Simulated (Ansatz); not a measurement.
C$_{3}$H$_{4}$F$_{2}$O (`CC(=O)C(F)F`), relaxed with RKS PBE0-D4/def2-TZVP in Ansatz 0.2.0 from a PBE-D4/def2-SVP geometry. The force threshold is 0.005 eV/Å; the program also tests the step.

The species carries charge 0 and has multiplicity 1.

Start:

```xyz
10

C    -1.254    0.062   -0.338
C     0.164   -0.409   -0.534
O     0.548   -1.123   -1.442
C     1.176    0.083    0.527
F     1.208    1.451    0.511
F     0.763   -0.317    1.767
H    -1.902   -0.335   -1.139
H    -1.277    1.171   -0.332
H    -1.619   -0.265    0.657
H     2.194   -0.318    0.322
```

Question: How much energy does the relaxation release, and in how many steps? (Best estimate.)

Answer: Ansatz gave: 4.70 kJ/mol, in 4 steps.

Question: Which bonds change most? (Estimate.)

Answer: Computed: C4–H10 from 1.113 to 1.093 Å; C1–H7 from 1.104 to 1.088 Å; C1–H8 from 1.110 to 1.093 Å; C1–H9 from 1.109 to 1.093 Å.

Question: Give the relaxed structure. (An estimate is asked.)

Answer: Computed: 
```xyz
10

C    -1.252    0.063   -0.337
C     0.157   -0.400   -0.522
O     0.539   -1.106   -1.416
C     1.174    0.081    0.521
F     1.217    1.435    0.517
F     0.778   -0.314    1.755
H    -1.879   -0.335   -1.132
H    -1.284    1.155   -0.338
H    -1.622   -0.264    0.638
H     2.172   -0.315    0.315
```
